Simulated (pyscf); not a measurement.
CH₄ + •HC=NH -> [HC–NH–CH₃] [singlet] + H•, a substitution at C (doublet surface; C–H broken, C–N formed). Single points on ωB97X-D3(BJ)/def2-SVP structures (PySCF, gas phase). MP2 and CC: frozen core, UHF for open shells. ΔMP2 is the change of the MP2 total energy from the triple- to the quadruple-zeta basis. Energies in kJ/mol from the separated reactants.

Small-basis levels: PySCF, no dispersion term, spherical d functions. Open shells are spin-unrestricted. 

### Question
Quick HF/STO-3G single points give ΔE‡ = 489.5 kJ/mol and ΔE = +270.8 kJ/mol. What does CCSD(T)/def2-TZVPP + ΔMP2(QZVPP) give, and how far is the quick result from it?

### Answer
CCSD(T)/def2-TZVPP + ΔMP2(QZVPP) gives ΔE‡ = 353.6 kJ/mol and ΔE = +256.0 kJ/mol. HF/STO-3G lies 135.9 kJ/mol over it in the barrier and 14.8 kJ/mol over it in the reaction energy, so on this step it does not hold to within 12.6 kJ/mol. CCSD(T)/def2-TZVPP + ΔMP2(QZVPP) has limits of its own. The same reactants have a lower exit, to HC≡N + H• + CH₄ (no saddle counted: cutting one bond, which may have a small barrier of its own, costs +99.6 kJ/mol at ωB97M-D3(BJ), against +352.9 kJ/mol here). •HC=NH lies 34.1 kJ/mol over its isomer H₂C=N• (electronic energy, ωB97M-D3(BJ)). [HC–NH–CH₃] [singlet] lies 180.9 kJ/mol over its isomer H₃C–CH=NH (electronic energy, ωB97M-D3(BJ)). This is the saddle that the search found; another between the same sides may lie lower. The angle at the attacked C is 180°. The CCSD(T) − MP2 part came from Ansatz, without density fitting, on the same reference.
